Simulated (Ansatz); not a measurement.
Ansatz (a program for electronic structure) input:

Ansatz 0.2 input:
```yaml
crystal:
  periodic: [false, false, false]
  atoms:
    - {symbol: C, position_ang: [-0.16236090, -1.63160929, 0.00472890]}
    - {symbol: C, position_ang: [0.56869988, -0.51929546, -0.00222610]}
    - {symbol: C, position_ang: [-0.00500061, 0.78581138, -0.00177715]}
    - {symbol: H, position_ang: [-1.24346061, -1.60018079, 0.01115878]}
    - {symbol: H, position_ang: [0.31248639, -2.60293919, 0.00410686]}
    - {symbol: H, position_ang: [1.65159121, -0.55725999, -0.00865172]}
    - {symbol: N, position_ang: [-0.44694960, 1.85013432, -0.00156684]}
basis:
  gaussian:
    orbitals: aug-cc-pVTZ
magnetization: {spin_polarized: true, initial_magnetization: 2}
correlation: {method: ccsd_t, electrons: outside_noble_gas}
```

Question: Which total energy does the run end on?

Answer: -170.39485 Eh (CCSD(T)/aug-cc-pVTZ). The basis has 253 functions.

This state (charge 0, triplet) is run at the relaxed geometry of the species with charge 0 and multiplicity 1, and is a spin state other than that species' own.

The determinant is spin-contaminated: <S^2> is 2.15 against 2.00 for a pure state.
